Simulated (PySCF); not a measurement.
# Orbital picture of CO⁺

B97-3 at R = 1.242 Å; C def2-TZVPPD, O def2-TZVPPD; no relativity (PySCF 2.14). State: ²Π (doublet), unpaired electrons π ↑. Only the outer orbitals are listed, counted within each symmetry.

```json
{"spin": "α", "orbital": "3σ", "occ.": "1", "ε (eV)": "-44.40", "on C (%)": "22", "main shells (%)": "71 O s, 12 C s, 9 C p"}
{"spin": "α", "orbital": "4σ", "occ.": "1", "ε (eV)": "-28.22", "on C (%)": "26", "main shells (%)": "48 O p, 26 C s, 24 O s"}
{"spin": "α", "orbital": "1π", "occ.": "1", "ε (eV)": "-26.06", "on C (%)": "15", "main shells (%)": "84 O p, 14 C p"}
{"spin": "α", "orbital": "1π", "occ.": "1", "ε (eV)": "-24.45", "on C (%)": "19", "main shells (%)": "80 O p, 17 C p"}
{"spin": "α", "orbital": "5σ", "occ.": "1", "ε (eV)": "-21.25", "on C (%)": "87", "main shells (%)": "56 C s, 31 C p, 12 O p"}
{"spin": "α", "orbital": "2π", "occ.": "0", "ε (eV)": "-12.62", "on C (%)": "86", "main shells (%)": "86 C p, 13 O p"}
{"spin": "α", "orbital": "2π", "occ.": "0", "ε (eV)": "-11.97", "on C (%)": "82", "main shells (%)": "82 C p, 17 O p"}
{"spin": "α", "orbital": "6σ", "occ.": "0", "ε (eV)": "-4.50", "on C (%)": "78", "main shells (%)": "60 C s, 18 O s, 12 C p"}
{"spin": "β", "orbital": "3σ", "occ.": "1", "ε (eV)": "-42.57", "on C (%)": "23", "main shells (%)": "69 O s, 13 C s, 9 C p"}
{"spin": "β", "orbital": "4σ", "occ.": "1", "ε (eV)": "-27.35", "on C (%)": "26", "main shells (%)": "46 O p, 28 O s, 26 C s"}
{"spin": "β", "orbital": "1π", "occ.": "1", "ε (eV)": "-23.75", "on C (%)": "22", "main shells (%)": "77 O p, 20 C p"}
{"spin": "β", "orbital": "5σ", "occ.": "1", "ε (eV)": "-21.08", "on C (%)": "87", "main shells (%)": "54 C s, 33 C p, 13 O p"}
{"spin": "β", "orbital": "1π", "occ.": "0", "ε (eV)": "-19.25", "on C (%)": "30", "main shells (%)": "69 O p, 28 C p"}
{"spin": "β", "orbital": "2π", "occ.": "0", "ε (eV)": "-11.80", "on C (%)": "79", "main shells (%)": "79 C p, 20 O p"}
{"spin": "β", "orbital": "2π", "occ.": "0", "ε (eV)": "-10.97", "on C (%)": "71", "main shells (%)": "70 C p, 28 O p"}
```

Task: Which are the highest filled and the lowest empty level, where do they sit, and how wide is the gap?

Result: Highest filled β 5σ at -21.08 eV (in %: 54 C s, 33 C p, 13 O p); lowest empty β 1π at -19.25 eV (in %: 69 O p, 28 C p); the gap at B97-3 is 1.83 eV.

The bond order (Mayer) is 1.65 and the ⟨S²⟩ is 0.753. The charge on C (Mulliken, basis-dependent) is 0.72 and the charge on C (Löwdin, basis-dependent) is 0.59. The dipole moment (positive dipole points towards O; it is taken about the centre of mass and depends on that origin) is -0.68 D.

The state is the lowest determinant that a PBE0 search found; another state may lie lower at other levels.
